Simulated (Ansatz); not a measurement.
# AlBH+ (triplet): the correlation ladder, cc-pVDZ

The task here is to estimate one member of a computed series from the others.

Method: cc-pVDZ, core rule «outside noble gas», up to 6 orbitals frozen; program: Ansatz 0.2.0, Gaussian basis.

To be run: UHF; CCSD(T) on ROHF; CCSD(T) on UHF; BCCD(T) on ROHF; CISD; CCSDT(Q) on ROHF; CCSDT(Q) on UHF; CISDTQ; CCSDTQ on ROHF; CCSDTQ on UHF; Full CI.

7 further runs of the same task are left out: 4 for a known fault of the program, 3 set aside as unsound or not needed.

### The system

The geometry is a PBE0/def2-TZVP stationary point (not a proven minimum) of the parent state, kept for this charge and spin.

3 atoms, charge 1, spin multiplicity 3.

Atoms are counted from 1 here; the program's logs count them from 0.

Bond lengths: B1–Al2 2.077 Å, Al2–H3 1.601 Å. Angles: B1–Al2–H3 125.0°.

Geometry (Å):

```xyz
3

B     0.0000   -0.1388    1.5159
Al    0.0000    0.0968   -0.5473
H     0.0000   -1.1027   -1.6081
```

Set-up of the first run:

in.yaml reads:

```yaml
crystal:
  periodic: [false, false, false]
  atoms:
    - {symbol: B, position_ang: [0.000000, -0.138799, 1.515922]}
    - {symbol: Al, position_ang: [0.000000, 0.096806, -0.547327]}
    - {symbol: H, position_ang: [0.000000, -1.102664, -1.608146]}
basis:
  gaussian: {orbitals: cc-pVDZ}
total_charge: 1
magnetization: {spin_polarized: true, initial_magnetization: 2}
hamiltonian: {xc: hf}
output: {orbitals: {seedname: orbitals}}
```

Started as:

```bash
$ ansatz run in.yaml --threads 1 --pin off --events-out ev --progress --plain --max-ram 2816MiB --backend cpu
```

Among the steps run: UHF; CCSD(T) on ROHF; CCSD(T) on UHF; BCCD(T) on ROHF; CISD; CCSDT(Q) on ROHF; CCSDT(Q) on UHF; CISDTQ; CCSDTQ on ROHF; CCSDTQ on UHF; Full CI.

One table of the session follows, with a row left open; its other results are not shown here.

| method | from FCI (meV) |
| --- | --- |
| ROHF | +3048.6 |
| UHF | +2904.1 |
| RMP2 | +916.9 |
| UMP2 | +945.9 |
| CISD | +230.2 |
| RCCSD | +127.9 |
| UCCSD | +120.7 |
| RCCSD(T) | +40.3 |
| UCCSD(T) | +39.4 |
| BCCD(T) | +39.0 |
| RCCSDT | ? |
| UCCSDT | +4.4 |
| CISDTQ | +4.4 |
| RCCSDT(Q) | +1.4 |
| UCCSDT(Q) | +0.8 |
| RCCSDTQ | +0.2 |
| UCCSDTQ | -0.2 |
| FCI | 0 |

Estimate the missing values for RCCSDT.

**Answer.** from FCI (meV): +5.1. In the column «from FCI (meV)» it lies between CISDTQ (+4.4) and BCCD(T) (+39.0).

To keep in mind: Levels on UHF freeze UHF's core orbitals, full CI those of ROHF, so the U rows can settle a little off it for that reason alone. Restricted and unrestricted rows rest on different reference determinants; where their highest levels disagree by more than a few hundredths of an eV, they describe different states and don't form one ladder.
